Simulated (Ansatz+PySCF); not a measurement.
Values are calculated unless marked as measured or tabulated.
Input for PySCF 2.14.0:

```python
from pyscf import gto, scf, mp

mol = gto.M(atom="""
C 0.000000 0.073610 -0.339290
O 0.000000 -0.540360 0.868700
H 0.787700 -0.383020 -0.917230
H 0.000000 0.073850 1.641190
H 0.000000 1.158930 -0.336140
H -0.787700 -0.383020 -0.917230
""", basis='cc-pvtz', charge=1, spin=1)
mf = scf.UHF(mol)
mf.kernel()
pt = mp.MP2(mf, frozen=2).run()
print(mf.e_tot, pt.e_corr, pt.e_tot)
```

The script is written out from the run's settings.

Output:

```yaml
Converged: yes
Reference_energy: -114.73076 hartree
Correlation_energy: -0.37591 hartree
Total_energy: -115.10667 hartree
Spin_squared_of_the_determinant: 0.765
```
